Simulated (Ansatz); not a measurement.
# C2H4ClN: the cost of one run

Program: Ansatz 0.2.0. Level of theory: RKS B3LYP-D4/def2-SVP. These are calculated values, not measurements.

**1. The structure to begin with**

Bond lengths: C1–N2 1.404 Å, N2–C3 1.297 Å, C3–Cl4 1.732 Å, C1–H5 1.149 Å, C1–H6 1.138 Å, C1–H7 1.104 Å, C3–H8 1.066 Å. Angles: C1–N2–C3 114.7°, N2–C1–H5 114.9°, N2–C1–H6 111.7°, N2–C1–H7 113.7°, H5–C1–H6 103.1°, H5–C1–H7 106.4°, H6–C1–H7 106.0°, N2–C3–Cl4 115.0°, N2–C3–H8 124.5°, Cl4–C3–H8 120.0°.

Structure file:

```xyz
8

C     0.0660    1.0013    0.2655
N     0.3610   -0.3325    0.5880
C    -0.0516   -1.2038   -0.2794
Cl    0.4201   -2.8393    0.0431
H    -0.5268    1.1444   -0.7079
H    -0.6027    1.4851    1.0487
H     0.9578    1.6469    0.1858
H    -0.5316   -0.9592   -1.1996
```

**2. Relaxing the start**

Input file input.yaml:

```yaml
crystal:
  periodic: [false, false, false]
  atoms:
    - { symbol: C, position_ang: [0.066, 1.0013, 0.2655] }
    - { symbol: "N", position_ang: [0.361, -0.3325, 0.588] }
    - { symbol: C, position_ang: [-0.0516, -1.2038, -0.2794] }
    - { symbol: Cl, position_ang: [0.4201, -2.8393, 0.0431] }
    - { symbol: H, position_ang: [-0.5268, 1.1444, -0.7079] }
    - { symbol: H, position_ang: [-0.6027, 1.4851, 1.0487] }
    - { symbol: H, position_ang: [0.9578, 1.6469, 0.1858] }
    - { symbol: H, position_ang: [-0.5316, -0.9592, -1.1996] }
basis:
  gaussian: { orbitals: def2-SVP }
hamiltonian:
  xc: b3lyp
  dispersion: d4
relax:
  f_tol: 0.02
  max_steps: 40
```

On the command line:

```bash
> ansatz run input.yaml --threads 1 --pin off --max-ram 2048MiB --backend cpu --events-out ev --progress --plain --runs-dir out
```

What time and memory should one allow on 1 thread of Arm Neoverse V2, shared host?

About 21 s, with a peak of 0.15 GiB.
